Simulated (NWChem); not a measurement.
**[NH2]− (SMILES [NH2-]): wB97X/cc-pVDZ**

Aim: the vertical ionisation energy of [NH2]− at wB97X/cc-pVDZ, from 2 runs. 

Program for the calculation: NWChem 7.3.0.

5 further runs of the same task are left out: 5 set aside as unsound or not needed.

## Step 1: Starting point

[NH2]−: 3 atoms, total charge -1, spin state singlet. SMILES: `[NH2-]`. Geometry: relaxed at PBE0-D4/def2-TZVPD.

Bond lengths: N1–H2 1.027 Å, N1–H3 1.027 Å. Angles: H2–N1–H3 101.8°.

## Step 2: A single-point energy at wB97X/cc-pVDZ

struct.xyz reads:

```xyz
3

N      0.342200    -0.203000     0.168700
H      0.125500     0.801200     0.156000
H     -0.467700    -0.598200    -0.324700
```

struct.nw reads:

```
start struct
memory total 2200 mb
charge -1

geometry units angstrom noautosym nocenter noautoz
  load format xyz struct.xyz
end

basis spherical bse
  * library cc-pVDZ
end

dft
  xc wb97x
  mult 1
  grid medium
  convergence energy 1e-08
  maxiter 100
  mulliken
  print low
end

task dft energy
```

On the command line:

```console
$ nwchem struct.nw > struct.out
```

What it wrote, cut to the lines that bear on the results:

```text
[...]
 d= 0,ls=0.0,diis     1    -55.7186333183 -6.33D+01  3.98D-02  8.62D-01     0.3
[...]
 d= 0,ls=0.0,diis     8    -55.8224775605 -7.65D-09  9.76D-06  2.78D-09     1.3
         Total DFT energy =      -55.822477560545
      One electron energy =      -93.919450519932
           Coulomb energy =       38.456979741517
    Exchange-Corr. energy =       -7.902859744474
 Nuclear repulsion energy =        7.542852962344
[...]
      Total Density - Mulliken Population Analysis
     ---------------------------------------------
    Atom       Charge   Shell Charges
 -----------   ------   -------------------------------------------------------
    1 N    7     7.77   2.01  0.73  0.84  2.26  1.91  0.02
    2 H    1     1.11   0.75  0.31  0.06
    3 H    1     1.11   0.75  0.31  0.06
[...]
```

Run time: 1.9 s. Hardware: 1 thread of Intel Xeon Platinum 8488C (Sapphire Rapids), shared host; peak memory 0.1 GiB.

## Step 3: Doublet neutral NH2 at the same level

sp.nw reads:

```
start sp
memory total 2200 mb

geometry units angstrom noautosym nocenter noautoz
   N      0.342200    -0.203000     0.168700
   H      0.125500     0.801200     0.156000
   H     -0.467700    -0.598200    -0.324700
end

basis spherical bse
   * library cc-pVDZ
end

dft
   xc wb97x
   mult 2
   grid medium
   convergence energy 1e-08
   iterations 100
   mulliken
   print low
end

task dft energy
```

On the command line:

```console
$ nwchem sp.nw > sp.out
```

What it wrote, cut to the lines that bear on the results:

```text
[...]
 d= 0,ls=0.0,diis     1    -55.8440208791 -6.34D+01  4.54D-03  3.14D-02     0.2
[...]
 d= 0,ls=0.0,diis     8    -55.8584488293 -6.31D-09  2.04D-06  5.95D-10     1.4
[...]
         Total DFT energy =      -55.858448829312
      One electron energy =      -90.243319611916
           Coulomb energy =       34.436968551284
    Exchange-Corr. energy =       -7.594950731024
 Nuclear repulsion energy =        7.542852962344
[...]
      Total Density - Mulliken Population Analysis
     ---------------------------------------------
    Atom       Charge   Shell Charges
 -----------   ------   -------------------------------------------------------
    1 N    7     7.19   2.01  0.81  0.83  2.19  1.34  0.02
    2 H    1     0.90   0.72  0.13  0.05
    3 H    1     0.90   0.72  0.13  0.05
[...]
      <S2> =      0.7532 (Exact =     0.7500)
[...]
```

It took 2 s on 1 thread of Intel Xeon Platinum 8488C (Sapphire Rapids), shared host; peak memory 0.11 GiB.

## Step 4: Outcome

At wB97X/cc-pVDZ:

| quantity | value |
| --- | --- |
| singlet [NH2]−: total energy | -55.82248 Eh |
| doublet neutral NH2: total energy | -55.85845 Eh |
| doublet neutral NH2: ⟨S²⟩ | 0.753 |
| vertical detachment energy (to the doublet neutral) | -0.979 eV |

In words: The species is unbound against losing an electron at this level, by 0.98 eV (−22.6 kcal/mol); missing correlation or diffuse functions can give that sign where the real anion is bound. Mulliken charges (singlet [NH2]−) run from -0.77 on N1 to -0.11 on H2; they depend strongly on the basis.
